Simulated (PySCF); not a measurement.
methanethiol (CH4S), SMILES CS. Atoms are numbered in the order given.

```xyz
6

C      0.0198     1.1571     0.0000
S     -0.0868    -0.6628     0.0000
H      0.5214     1.5239     0.8930
H     -1.0064     1.5205     0.0000
H      0.5214     1.5239    -0.8930
H      1.2339    -0.9056     0.0000
```

Coordinates come from a B3LYP-D3(BJ)/def2-TZVP optimisation.

Calculation: PySCF with B3LYP/pcJ-1.

Isotropic couplings with Fermi-contact, spin-dipole and both spin-orbit terms, one fixed conformer, no vibrational averaging. Isotopes: 13C, 1H.

```json
[
 {"pair": "C1–H3", "bonds apart": "1", "J (Hz)": "?"},
 {"pair": "C1–H4", "bonds apart": "1", "J (Hz)": "?"},
 {"pair": "C1–H5", "bonds apart": "1", "J (Hz)": "?"},
 {"pair": "C1–H6", "bonds apart": "2", "J (Hz)": "-0.6"},
 {"pair": "H3–H4", "bonds apart": "2", "J (Hz)": "-13.9"},
 {"pair": "H3–H5", "bonds apart": "2", "J (Hz)": "-8.9"},
 {"pair": "H4–H5", "bonds apart": "2", "J (Hz)": "-13.9"},
 {"pair": "H3–H6", "bonds apart": "3", "J (Hz)": "?"},
 {"pair": "H4–H6", "bonds apart": "3", "J (Hz)": "?"},
 {"pair": "H5–H6", "bonds apart": "3", "J (Hz)": "?"}
]
```

What belongs in the gaps? (Estimate from the structure and the level; the computed values follow.)


- C1–H3, J (Hz): 149.1
- C1–H4, J (Hz): 142.6
- C1–H5, J (Hz): 149.1
- H3–H6, J (Hz): 3.5
- H4–H6, J (Hz): 16.9
- H5–H6, J (Hz): 3.5
